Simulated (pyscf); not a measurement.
F–CH•–CH(F)–F → F–CH₂–C•(F)–F, a hydrogen shift (doublet surface; C–H broken, C–H formed). PySCF, gas phase, ωB97X-D3(BJ)/def2-SVP geometries. Energies in kJ/mol from the reactant's lowest minimum found.

Small-basis levels: PySCF, no dispersion term, spherical d functions. Open shells are spin-unrestricted. 

**Question.** In single points HF/3-21G puts the saddle at 311.9 kJ/mol and the reaction energy at +2.3 kJ/mol. Should these be trusted to within a few kcal/mol? Compare with ωB97M-D3(BJ)/def2-TZVP.

**Answer.** ωB97M-D3(BJ)/def2-TZVP gives ΔE‡ = 229.7 kJ/mol and ΔE = +3.6 kJ/mol. HF/3-21G lies 82.1 kJ/mol over it in the barrier and 1.3 kJ/mol under it in the reaction energy, so on this step it does not hold to within 12.6 kJ/mol. ωB97M-D3(BJ)/def2-TZVP has limits of its own. F–CH•–CH(F)–F lies 58.4 kJ/mol over its isomer •H₂C–C(F)(F)–F (electronic energy, ωB97M-D3(BJ)). F–CH₂–C•(F)–F lies 62.0 kJ/mol over its isomer •H₂C–C(F)(F)–F (electronic energy, ωB97M-D3(BJ)). One saddle was located; it need not be the lowest between these sides.
